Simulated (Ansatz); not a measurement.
# SiN⁺, triplet: vertical spin and charge gaps

Geometry (PBE0/def2-TZVP stationary point for this spin):

```xyz
2

Si    0.0000    0.0000    0.0000
N     0.0000    0.0000    1.7854
```

Basis 6-31G; Ansatz 0.2.0. Only valence electrons are correlated (noble-gas cores frozen). R marks a restricted (for open shells ROHF) determinant, U an unrestricted one. Active spaces: valence = (8e, 8o) chosen from the atoms' valence shells.

Gaps are energies of the second state less the first, at fixed atoms, for a selection of the levels run; each method lands on the state that its own search finds for that charge and spin.

Unrestricted rows (U, and Kohn–Sham where it breaks symmetry) aren't spin-pure: their determinants' ⟨S²⟩ exceeds S(S+1) by up to 0.61, so they mix in states of higher spin. Coupled cluster chose its determinant by a search with trial CCSD, here up to 1.64 eV above the lowest Hartree–Fock solution of its kind. For open shells CISD and CISDTQ are restricted-active-space CI with the open shells as a complete middle space. A value is left out where its run failed or describes another state than the reference as far as symmetry and spin tell, or, spin-broken singlets apart, can't be checked. So is a cluster or MP2 value whose T1 reaches 0.2, or 0.1 on a determinant over 1 eV above the lowest, or whose CCSD ends far below full CI on such a determinant. So is one whose determinant fills its π shells in a way that full CI's occupations don't show.

Singlet less triplet: 1.099 eV at full CI (triplet B2, singlet A1, in C2v).

Large singles or doubles amplitudes warn of static correlation in the SiN⁺ triplet.

By full CI's occupations no single determinant describes the singlet well.

| level | gap (eV) | error (meV) |
| --- | --- | --- |
| RCCSDTQ | 1.106 | 7 |
| CASSCF (valence space) | 0.912 | -187 |
| NEVPT2 (valence space) | 1.079 | -20 |
| MRCISD (valence space) | 1.115 | 16 |
| MRCISD+Q (valence space) | 1.124 | 25 |

Question: PBE gives 2.552 eV for quintet less triplet. Estimate what full CI gives in 6-31G.

Answer: Full CI in 6-31G gives 2.364 eV, so against it PBE is off by 0.188 eV, of which a good part can be the reference's own basis and frozen-core error.

Large singles or doubles amplitudes warn of static correlation in the SiN⁺ triplet.

```json
{"level": "RCCSD(T)", "gap (eV)": "2.327", "error (meV)": "-37", "⟨S²⟩ where 0.1 over S(S+1) (first / second)": "– / –"}
{"level": "RCCSDT", "gap (eV)": "2.344", "error (meV)": "-20", "⟨S²⟩ where 0.1 over S(S+1) (first / second)": "– / –"}
{"level": "UCCSDT", "gap (eV)": "2.342", "error (meV)": "-22", "⟨S²⟩ where 0.1 over S(S+1) (first / second)": "2.61 / –"}
{"level": "CISDTQ", "gap (eV)": "2.341", "error (meV)": "-23", "⟨S²⟩ where 0.1 over S(S+1) (first / second)": "– / –"}
{"level": "UCCSDT(Q)", "gap (eV)": "2.363", "error (meV)": "-1", "⟨S²⟩ where 0.1 over S(S+1) (first / second)": "2.61 / –"}
{"level": "UCCSDTQ", "gap (eV)": "2.361", "error (meV)": "-3", "⟨S²⟩ where 0.1 over S(S+1) (first / second)": "2.61 / –"}
{"level": "NEVPT2 (valence space)", "gap (eV)": "2.372", "error (meV)": "8", "⟨S²⟩ where 0.1 over S(S+1) (first / second)": "– / –"}
{"level": "MRCISD (valence space)", "gap (eV)": "2.355", "error (meV)": "-9", "⟨S²⟩ where 0.1 over S(S+1) (first / second)": "– / –"}
{"level": "RPA-PBE", "gap (eV)": "2.393", "error (meV)": "29", "⟨S²⟩ where 0.1 over S(S+1) (first / second)": "– / –"}
```

In so small a basis the reference is far from its limit while semilocal and hybrid functionals are nearer theirs (RPA and double hybrids share part of the reference's basis error), so the functionals' errors here hold much of the reference's basis and frozen-core error, which can add to them or hide them. The set has no polarisation functions, which weighs most on the reference.

Full CI is exact within this basis and frozen core; it isn't the basis-set limit. The frozen core follows each run's orbitals, which can shift R against U totals by a few meV.
